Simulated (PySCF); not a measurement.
Molecule: Ethylamine (CCN, C₂H₇N).

Atoms are numbered as in `[CH3:1][CH2:2][NH2:3]`; H(Xn) means a hydrogen on atom n.

Spin–spin couplings on one PBE0-D3(BJ)/def2-SVP geometry, PySCF 2.14.0 with density-fitted response routines, gas phase, non-relativistic, equivalent pairs averaged (spin–dipole term only in couplings to heteroatoms); isotopes 13C, 1H, 15N; functional B3LYP.

Question: How do the couplings (Hz) change with the basis set? Times are CPU seconds on 1 thread of an x86-64 server CPU, shared host. Far from the basis limit: 6-31G*, pcJ-0, 6-31G-J, def2-TZVP, cc-pVTZ.

Answer: 
```tsv
basis set	functions	1J(C2,H(C2))	1J(C1,H(C1))	1J(N3,H(N3))	1J(C1,C2)	1J(C2,N3)	2J(H(C1),H(C1))	2J(H(C2),H(C2))	core-s
6-31G*	56	146.0	140.7	-62.8	51.2	-9.3	-15.3	-13.3	2.7
pcJ-0	60	114.7	112.8	-50.0	29.4	-1.1	-13.4	-11.6	2.5
6-31G-J	64	139.6	136.0	-64.1	39.4	-2.3	-16.8	-14.5	2.7
def2-TZVP	135	128.3	124.6	-59.3	37.5	-2.6	-11.8	-10.5	6.2
pcJ-1	151	135.3	132.0	-63.7	39.6	-4.5	-13.7	-12.1	7.3
cc-pVTZ	188	120.5	117.4	-52.4	28.4	-0.9	-11.2	-10.0	9.9
aug-cc-pVTZ-J	278	137.5	133.0	-65.7	37.1	-3.2	-14.1	-12.7	17
pcJ-2	321	135.8	131.5	-64.9	36.7	-3.4	-13.8	-12.3	21
```

The Fermi-contact term samples the wavefunction at the nucleus, which is why sets with added tight s functions (names with J) are made for couplings.
